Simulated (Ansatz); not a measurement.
**What a trial cell of Ti relaxes into**

Theory: Ansatz 0.2.0, DFT PBEsol, scalar-relativistic, plane waves, PAW. Cutoff 420 eV, Γ-centred k mesh, Gaussian smearing, no spin polarisation in the final step.

The start puts Ti on the lonsdaleite structure type (P6_3/mmc, No. 194), at a guessed volume.

```yaml
crystal:
  lattice:
    - [3.64603, 0.00000, 0.00000]
    - [-1.82302, 3.15756, 0.00000]
    - [0.00000, 0.00000, 6.01595]
  atoms:
    - { symbol: Ti, position: [0.33333, 0.66667, 0.43750] }
    - { symbol: Ti, position: [0.66667, 0.33333, 0.93750] }
    - { symbol: Ti, position: [0.66667, 0.33333, 0.56250] }
    - { symbol: Ti, position: [0.33333, 0.66667, 0.06250] }
```

Cell and atoms relax at zero pressure; the relaxation can't lower the symmetry of the start. After a coarse first stage the cell is made exact in the group found at 0.06 Å.

Energies count from the standard state of Ti at the same level.

What does it relax into?

It ends in P6/mmm (No. 191). Conventional cell: a = 4.685 Å, c = 2.374 Å. Around Ti lie 2 Ti at 2.37 Å and 3 Ti at 2.70 Å.

```cif
data_structure
_symmetry_space_group_name_H-M 'P6/mmm'
_symmetry_Int_Tables_number 191
_cell_length_a 4.6849
_cell_length_b 4.6849
_cell_length_c 2.3744
_cell_angle_alpha 90.000
_cell_angle_beta 90.000
_cell_angle_gamma 120.000
_cell_volume 45.13
loop_
_atom_site_label
_atom_site_type_symbol
_atom_site_symmetry_multiplicity
_atom_site_Wyckoff_symbol
_atom_site_fract_x
_atom_site_fract_y
_atom_site_fract_z
_atom_site_occupancy
Ti1 Ti 2 c 0.33333 0.66667 0.00000 1
```

What are its volume, energy, density and gap?

The volume per atom is 22.57 Å³ and the density is 3.52 g/cm³. The energy over the standard structure is 1.49 eV/atom and the gap on the 15×15×24 mesh is 0 eV (a metal).

The final run used a 15×15×24 mesh on its 2-atom cell and 0.10 eV smearing. For metals, differences of a few meV/atom aren't resolved. A structure relaxed within its symmetry needn't be a true minimum. The steps took of the order of 90 core-seconds in all.